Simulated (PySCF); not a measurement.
All values below come from PySCF with ωB97X-D3(BJ)/def2-TZVP // PBE0-D3(BJ)/def2-TZVP. Isolated molecules, 0 K electronic values unless said otherwise. One relaxed conformer stands for a flexible species; it need not be the lowest. Excitations are Tamm–Dancoff values on a coarser integration grid. The basis has no diffuse functions, so Rydberg states are missing or too high.

Reference species (SMILES): `[OH][Al]([OH])[OH]` (neutral, multiplicity 1).

```json
{
 "T1 excitation (TDA)": "7.10 eV",
 "HOMO": "-11.66 eV"
}
```

Changed species: `[F][Al]([F])[F]` (0 of 3 F replaced by OH; the reference has 3 of 3 F replaced by OH).

Task: What does the change do to the T1 excitation (TDA) and HOMO?

Result: the T1 excitation (TDA) rises by 1.48 eV, to 8.58 eV; the HOMO falls by 2.70 eV, to -14.36 eV.
